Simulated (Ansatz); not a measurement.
A made-up structure of CH₆AlSi (charge -1), closed shell:

| atom | x (Å) | y (Å) | z (Å) |
| --- | --- | --- | --- |
| C1 | -1.1404 | 1.0152 | -1.4569 |
| Al2 | 0.0587 | 1.0007 | -0.0714 |
| Si3 | 0.7113 | -1.1500 | 0.9796 |
| H4 | -1.5954 | 0.1065 | -1.8554 |
| H5 | -1.4868 | 1.9095 | -1.9789 |
| H6 | 0.7952 | 2.2788 | 0.6026 |
| H7 | -0.6756 | 1.8482 | -0.9947 |
| H8 | 0.0599 | -2.3732 | 0.3926 |
| H9 | 0.4178 | -1.2895 | 2.4541 |

It is relaxed with PBE-D4/def2-SVPD and then PBE0-D4/def2-TZVPD (Ansatz 0.2.0). Atoms count as bonded within 1.22 times the sum of their covalent radii (H–H: 0.88 Å). The end point is not checked to be a true minimum.

**Question.** Does its bonding change? (Judge from chemistry; the calculation decides.)

**Answer.** By the calculation: Yes. Formed: none; broken: Al2–H7.

Where it ends: The first stage lowers the energy by 4.45 eV in 16 steps. It ends as CH₆AlSi ([CH3][AlH][SiH2]), total charge -1:
C1  (-1.128, 1.225, -1.385)
Al2  (0.062, 0.826, 0.175)
Si3  (0.828, -1.340, 0.763)
H4  (-1.616, 0.329, -1.781)
H5  (-0.572, 1.698, -2.204)
H6  (0.792, 2.215, 0.637)
H7  (-1.915, 1.933, -1.093)
H8  (-0.400, -2.235, 0.702)
H9  (1.095, -1.305, 2.259)
(Å)

Labels in which every atom is bracketed show which atoms are joined, not bond orders.

For scale, one of the runs: PBE0-D4/def2-TZVPD relaxation, 177 basis functions, launched by `ansatz run in.yaml --threads 2 --pin off --events-out ev --progress --plain --max-ram 4352MiB`. Hardware: 2 CPU threads of an Arm Neoverse V1, shared host. Wall time about 38 s.
